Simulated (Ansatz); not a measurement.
Si3. Charge 0, multiplicity 3. Geometry B3LYP-D4/def2-TZVP, that of the charge +1 doublet; atoms count from 1.

```xyz
3

Si   -0.811   -1.043    0.458
Si    0.480   -0.138   -1.129
Si    0.331    1.181    0.671
```

The structure comes from a short search, and lower isomers may exist.

(1) Estimate the Mulliken populations from the PBE0/def2-TZVP orbitals of Ansatz.

(2) Where does the spin sit?

(3) And the Mayer bond orders between bonded heavy atoms (over 0.3)?

## Answers

(1) 
```json
{"atom": "Si1", "charge (e)": "0.01", "spin (α − β)": "0.64"}
{"atom": "Si2", "charge (e)": "-0.01", "spin (α − β)": "0.72"}
{"atom": "Si3", "charge (e)": "0.01", "spin (α − β)": "0.64"}
```
Mulliken values and Mayer orders depend strongly on the basis.

(2) Summed by element: Si 2.00, of 2 unpaired in all. Largest on single atoms: Si2 0.72, Si3 0.64, Si1 0.64.

(3) Si1–Si2 1.42 (2.24 Å); Si1–Si3 1.21 (2.51 Å); Si2–Si3 1.42 (2.24 Å).
